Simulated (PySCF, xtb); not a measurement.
**CH2BCl: which of two structures lies lower**

We compare I, `B=CCl`, a singlet, with II, a singlet given by its coordinates. Both are isolated molecules in the gas phase, relaxed with PBE0-D3(BJ)/pcseg-1.

I (Å):

```yaml
atoms:
  - { symbol: C, position_ang: [-0.2625, -0.3328, -0.4305] }
  - { symbol: B, position_ang: [-1.3539, 0.0406, 0.3454] }
  - { symbol: Cl, position_ang: [1.2217, -0.9121, 0.2786] }
  - { symbol: H, position_ang: [-0.2553, -0.2918, -1.5199] }
  - { symbol: H, position_ang: [-2.2953, 0.3641, 0.9790] }
```

II (Å):

```tsv
atom	x (Å)	y (Å)	z (Å)
C	1.8592	0.6832	0.0874
B	1.3371	1.8861	0.5333
Cl	2.4702	-0.7202	-0.4320
H	0.2768	1.8682	1.1020
H	1.9720	2.8876	0.3279
```

Close contacts (Å): C1–B2 1.39, C1–Cl3 1.62, B2–H4 1.20, B2–H5 1.20.

Task: Estimate E(II) − E(I) at the level CCSD(T)/def2-TZVP.

Result: Calculated at CCSD(T)/def2-TZVP: E(II) − E(I) = +22.7 kcal/mol, so structure I lies lower.

How the difference moves with the method:

```json
{"level": "GFN2-xTB", "geometry": "GFN2-xTB", "E(II) − E(I) (kcal/mol)": "+14.2", "departure from the last row (kcal/mol)": "−8.5", "job, with rough time for the two": "optimisation, 0.7 s"}
{"level": "HF/STO-3G", "geometry": "GFN2-xTB", "E(II) − E(I) (kcal/mol)": "+27.0", "departure from the last row (kcal/mol)": "+4.3", "job, with rough time for the two": "single point, 3.8 s"}
{"level": "r2SCAN-D4/def2-SVP", "geometry": "GFN2-xTB", "E(II) − E(I) (kcal/mol)": "+19.7", "departure from the last row (kcal/mol)": "−3.0", "job, with rough time for the two": "single point, 18 s"}
{"level": "PBE0-D3(BJ)/pcseg-1", "geometry": "PBE0-D3(BJ)/pcseg-1", "E(II) − E(I) (kcal/mol)": "+22.7", "departure from the last row (kcal/mol)": "0.0", "job, with rough time for the two": "optimisation, 2.6 min"}
{"level": "HF/def2-TZVP", "geometry": "PBE0-D3(BJ)/pcseg-1", "E(II) − E(I) (kcal/mol)": "+24.6", "departure from the last row (kcal/mol)": "+1.9", "job, with rough time for the two": "part of the CCSD(T) run"}
{"level": "MP2/def2-TZVP", "geometry": "PBE0-D3(BJ)/pcseg-1", "E(II) − E(I) (kcal/mol)": "+27.2", "departure from the last row (kcal/mol)": "+4.5", "job, with rough time for the two": "part of the CCSD(T) run"}
{"level": "CCSD(T)/def2-TZVP", "geometry": "PBE0-D3(BJ)/pcseg-1", "E(II) − E(I) (kcal/mol)": "+22.7", "departure from the last row (kcal/mol)": "", "job, with rough time for the two": "single point, 91 s"}
```

None of the levels shown reverses the order. The largest departure from CCSD(T)/def2-TZVP is that of GFN2-xTB, 8.5 kcal/mol. No reliable frequencies are at hand for I or II, so they aren't confirmed as minima.

The T1 diagnostic of structure II is large, so the coupled-cluster value is less sure. The correlated steps freeze 7 core orbitals. Run with PySCF 2.14.0, xtb 6.7.1; the last row on 2 threads of Intel(R) Xeon(R) Processor @ 2.50GHz (Skylake/Cascade Lake) on a shared host.
